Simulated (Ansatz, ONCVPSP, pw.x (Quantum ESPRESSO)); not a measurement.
# What a changed setting does to a pw.x run (bcc P)

Potential: optimised norm-conserving Vanderbilt (ONCV), ONCVPSP 4.0.1.1 (patched build), PBEsol; core [Ne], reference 3s2 3p3; waves: 3s: rc 1.70 bohr, ncon 3, nbas 6, qcut 3.8 1/bohr, 1 projector; 3p: rc 1.60 bohr, ncon 4, nbas 9, qcut 5.2 1/bohr, 1 projector; d scattering state at 0.03 Ha: rc 1.35 bohr, ncon 4, nbas 8, qcut 8.1 1/bohr, 2 projectors, debl 1.9 Ha; local part: polynomial inside 1.00 bohr (lpopt 5, dvloc0 3 Ha); core correction: Teter function, fcfact 3.75, rcfact 1.25.

The reference run (k-mesh 15³, cutoffs 75/300 Ry, Fermi–Dirac 0.01 Ry, mixing_beta 0.4, conv_thr 1e-9, no spin) gives -1.71 GPa at 13.798 Å³/atom, where all-electron LAPW gives -1.04 GPa. This run, with its own iteration cap, changes mixing_ndim to 2.

```
&control
  calculation='scf', prefix='x', pseudo_dir='./', outdir='./tmp', tstress=.true., disk_io='none'
/
&system
  ibrav=0, nat=1, ntyp=1, ecutwfc=75, ecutrho=300, nbnd=9,
  occupations='smearing', smearing='fd', degauss=0.01
/
&electrons
  conv_thr=1e-09, mixing_beta=0.4, electron_maxstep=60, mixing_ndim=2
/
ATOMIC_SPECIES
P 1.0 P.UPF
CELL_PARAMETERS angstrom
  -1.51095681 1.51095681 1.51095681
  1.51095681 -1.51095681 1.51095681
  1.51095681 1.51095681 -1.51095681
ATOMIC_POSITIONS crystal
P 0.0000 0.0000 0.0000
K_POINTS automatic
15 15 15 0 0 0
```

```bash
pw.x < P.scf.in > P.scf.out
```

**Question.** How does the run end?

**Answer.** It converges in 7 iterations; the free energy moves by +0.0 meV/atom and the pressure by +0.00 GPa. The result is that of the reference run.

```
Message from routine setup:
     using ibrav=0 with symmetry is DISCOURAGED, use correct ibrav instead
     lattice parameter (alat)  =       4.9455  a.u.
     unit-cell volume          =      93.1135 (a.u.)^3
     number of electrons       =         5.00
     number of Kohn-Sham states=            9
     kinetic-energy cutoff     =      75.0000  Ry
     charge density cutoff     =     300.0000  Ry
     scf convergence threshold =      1.0E-09
     Exchange-correlation= PBESOL
     number of k points=   120  Fermi-Dirac smearing, width (Ry)=  0.0100
     iteration #  1     ecut=    75.00 Ry     beta= 0.40
     total energy              =     -13.79419006 Ry
     estimated scf accuracy    <       0.00231846 Ry
     iteration #  2     ecut=    75.00 Ry     beta= 0.40
     total energy              =     -13.79405432 Ry
     estimated scf accuracy    <       0.00064641 Ry
     iteration #  3     ecut=    75.00 Ry     beta= 0.40
     total energy              =     -13.79410086 Ry
     estimated scf accuracy    <       0.00001066 Ry
     iteration #  4     ecut=    75.00 Ry     beta= 0.40
     total energy              =     -13.79410305 Ry
     estimated scf accuracy    <       0.00000006 Ry
     iteration #  5     ecut=    75.00 Ry     beta= 0.40
     total energy              =     -13.79410309 Ry
     estimated scf accuracy    <       0.00000001 Ry
     iteration #  6     ecut=    75.00 Ry     beta= 0.40
     total energy              =     -13.79410309 Ry
     estimated scf accuracy    <          2.8E-09 Ry
     iteration #  7     ecut=    75.00 Ry     beta= 0.40
     the Fermi energy is    11.7452 ev
!    total energy              =     -13.79410309 Ry
     estimated scf accuracy    <          4.7E-10 Ry
     smearing contrib. (-TS)   =      -0.00204144 Ry
     The total energy is F=E-TS. E is the sum of the following terms:
     one-electron contribution =       6.07848560 Ry
     hartree contribution      =       0.18932057 Ry
     xc contribution           =      -4.12791502 Ry
     ewald contribution        =     -15.93195280 Ry
     convergence has been achieved in   7 iterations
          total   stress  (Ry/bohr**3)                   (kbar)     P=      -17.12
     Message from routine punch:
     Nothing written, as per user request (disk_io='none')
```

The run took about 22 s on one core of a shared host (Intel(R) Xeon(R) Platinum 8175M CPU @ 2.50GHz, 96 threads, 755 GiB, load 41).
